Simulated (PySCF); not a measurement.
Level of theory: core-valence-separated Tamm–Dancoff BHandHLYP/aug-pcX-1 (pcseg-1 on H, def2-SVPD on S) in PySCF, non-relativistic, gas phase, PBE0-D3(BJ)/def2-SVP geometry. BHandHLYP without relativity tends to put these K edges a few eV too low, so spacings mean more than positions.

Main lines of an unknown, eV (oscillator strength): C K: 285.4 (0.028), 285.5 (0.055), 285.5 (0.009), 286.0 (0.050), 286.1 (0.026). Listed: the first five lines at most of each edge with a tenth or more of its strongest line's intensity; roots within 0.03 eV on the same or equivalent atoms are summed. Only the lowest roots were sought, and the top ones are left out.

**Question.** Which candidate gives them?
A. `CCCSC`
B. `CC(C)(C)S`

**Answer.** B. 

- `CC(C)(C)S`: C K: 285.4 (0.028), 285.5 (0.055), 285.5 (0.009), 286.0 (0.050), 286.1 (0.026). First C line listed at 285.4 eV, hole on the methyl carbon.
- `CCCSC`: C K: 285.3 (0.008), 285.7 (0.036), 285.7 (0.012), 285.7 (0.056), 286.0 (0.050). First C line listed at 285.3 eV, hole on the methyl carbon.

One conformer each; other structures than these candidates weren't tested.

Shape of the structure used: `[CH3:1][C:2]([CH3:3])([CH3:4])[SH:5]`: H–S5–C2–C1 -62°.
